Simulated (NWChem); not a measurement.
# hydrogen chloride (HCl); SMILES Cl

Computed with NWChem. Pople sets run with spherical d functions. B3LYP is NWChem's, with the RPA form of VWN correlation. Each level has its own optimisation; frequencies are unscaled.

```tsv
level	r Cl–H (Å)	highest harmonic frequency (cm⁻¹)	zero-point energy (kcal/mol)	dipole (D)
BP86/def2-TZVP	1.290	2881	4.1	1.24
Hartree-Fock/6-31G*	1.266	3180	4.5	1.50
B3LYP/6-31G*	1.289	___	4.2	1.47
B3LYP/3-21G	1.316	2669	3.8	1.76
PBE-D3(BJ)/def2-SVP	1.296	2911	4.2	1.33
```

Q: Some entries are withheld; supply them.

A: 
- B3LYP/6-31G*, highest harmonic frequency (cm⁻¹): 2937
